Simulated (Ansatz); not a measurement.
**C3H4ClFO: one species, many methods**

Aim: compute C3H4ClFO with functionals from several rungs and with coupled cluster, and see how far each lands from CCSD(T) at the basis-set limit for the atomisation energy.

Method: functionals in def2-TZVPP, the program's frozen cores in correlated methods; program: Ansatz 0.2.0, Gaussian basis.

Plan: PBE-D4, r2SCAN-D4, PBE0-D4, B3LYP-D4, ωB97X-V, ωB97M-V, B2PLYP; CCSD(T)/def2-TZVPP; MP2/def2-QZVPP; extrapolation to the limit.

**1. The geometry**

All runs share one geometry, relaxed beforehand with PBE0-D4/def2-TZVP.

SMILES `FC1(Cl)COC1`, 10 atoms, charge 0, spin multiplicity 1.

Atoms are counted from 1 here; the program's logs count them from 0.

Bond lengths: F1–C2 1.355 Å, C2–Cl3 1.765 Å, C2–C4 1.526 Å, C2–C6 1.526 Å, C4–O5 1.433 Å, C4–H7 1.094 Å, C4–H8 1.091 Å, O5–C6 1.433 Å, C6–H9 1.094 Å, C6–H10 1.091 Å. Angles: F1–C2–Cl3 108.3°, F1–C2–C4 114.6°, F1–C2–C6 114.6°, Cl3–C2–C4 116.2°, Cl3–C2–C6 116.2°, C4–C2–C6 85.6°, C2–C4–O5 90.8°, C2–C4–H7 112.8°, C2–C4–H8 115.9°, O5–C4–H7 112.6°, O5–C4–H8 112.6°, H7–C4–H8 110.8°, C4–O5–C6 92.7°, C2–C6–O5 90.8°, C2–C6–H9 112.8°, C2–C6–H10 115.9°, O5–C6–H9 112.6°, O5–C6–H10 112.6° and more.

**2. PBE-D4 (GGA)**

The input, in.yaml:

```yaml
crystal:
  periodic: [false, false, false]
  atoms:
    - {symbol: F, position_ang: [-0.309566, -1.793427, 0.446841]}
    - {symbol: C, position_ang: [0.310137, -0.605343, 0.247404]}
    - {symbol: Cl, position_ang: [2.006918, -0.780333, 0.702373]}
    - {symbol: C, position_ang: [0.038267, 0.032954, -1.111972]}
    - {symbol: O, position_ang: [-0.600318, 1.150517, -0.482063]}
    - {symbol: C, position_ang: [-0.423752, 0.599783, 0.829059]}
    - {symbol: H, position_ang: [-0.650782, -0.555027, -1.725608]}
    - {symbol: H, position_ang: [0.919027, 0.322497, -1.687355]}
    - {symbol: H, position_ang: [-1.371823, 0.329587, 1.303628]}
    - {symbol: H, position_ang: [0.164991, 1.247591, 1.480493]}
basis:
  gaussian: {orbitals: def2-TZVPP}
hamiltonian: {xc: pbe, dispersion: d4}
output: {forces: true, orbitals: {seedname: orbitals}}
```

On the command line:

```bash
$ ansatz run in.yaml --threads 4 --pin off --events-out ev --progress --plain --max-ram 10444MiB
```

After this run come: r2SCAN-D4 (meta-GGA); PBE0-D4 (hybrid); B3LYP-D4 (hybrid); ωB97X-V (range-separated); ωB97M-V (range-separated); B2PLYP (double hybrid); CCSD(T) in def2-TZVPP; MP2 in def2-QZVPP.

Q: Predict the results of all the runs planned. Wanted: atomisation energy, CCSD(T)/CBS; farthest; mean size of error, hybrid; mean size of error, range-separated; gap, smallest and largest; T1 diagnostic; triples share of the correlation energy.

**Answer**, as computed:

| quantity | value |
| --- | --- |
| atomisation energy, CCSD(T)/CBS | 936.5 kcal/mol |
| functionals within 4.7 kcal/mol (0.5 %) | B3LYP-D4 |
| farthest | PBE-D4 (+39.8 kcal/mol) |
| mean size of error, hybrid | 8.1 kcal/mol |
| mean size of error, range-separated | 6.2 kcal/mol |
| gap, smallest and largest | 5.67 eV (PBE-D4), 13.24 eV (ωB97X-V) |
| T1 diagnostic | 0.0111 |
| triples share of the correlation energy | 3.9 % |

PBE-D4 is off by +39.8 kcal/mol, about 4.0 kcal/mol a bond. Double hybrids carry the basis error of their MP2 part in triple zeta, and no dispersion term here, so their miss is partly the set-up's. Misses under about 4.7 kcal/mol are within the doubt on the reference itself, which lacks core-valence correlation, relativity and higher excitations. Hartree-Fock recovers 69 % of the binding; the rest is correlation. The gap grows from 5.7 to 13.2 eV across the functionals, mostly with the share of exact exchange.
